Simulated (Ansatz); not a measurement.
C₅H₈S (`C=CCSC=C`) at its PBE0-D4/def2-TZVP geometry, where that method's forces vanish. Total charge 0; spin multiplicity 1.

```xyz
14

C     0.3910   -2.0395    0.2167
C    -0.6031   -1.2432    0.5802
C    -1.2801   -0.2720   -0.3252
S    -1.3836    1.4027    0.3453
C     0.2288    2.0251    0.1735
C     1.3075    1.4597   -0.3577
H     0.8377   -2.7395    0.9124
H     0.7926   -2.0250   -0.7923
H    -0.9797   -1.2765    1.5994
H    -2.3298   -0.5491   -0.4639
H    -0.8154   -0.2424   -1.3140
H     0.2825    3.0351    0.5713
H     1.3138    0.4519   -0.7485
H     2.2378    2.0127   -0.3972
```

Problem. What forces (eV/Å) does B3LYP-D4/def2-TZVPP give on these atoms in Ansatz? (Estimate.)

Solution. Ansatz gave: 
```
C1   0.106 -0.096 -0.021
C2  -0.010 -0.084  0.142
C3  -0.125 -0.167 -0.231
S4  -0.245  0.205  0.124
C5   0.127  0.204  0.049
C6   0.155 -0.068 -0.065
H7  -0.019  0.042 -0.057
H8  -0.019 -0.008  0.081
H9   0.025  0.001 -0.071
H10  0.066  0.007 -0.004
H11 -0.041 -0.018  0.064
H12  0.008 -0.070 -0.028
H13  0.025  0.105  0.026
H14 -0.053 -0.052 -0.008
```

B3LYP here is the variant with VWN-RPA as its local correlation; programs differ in this.
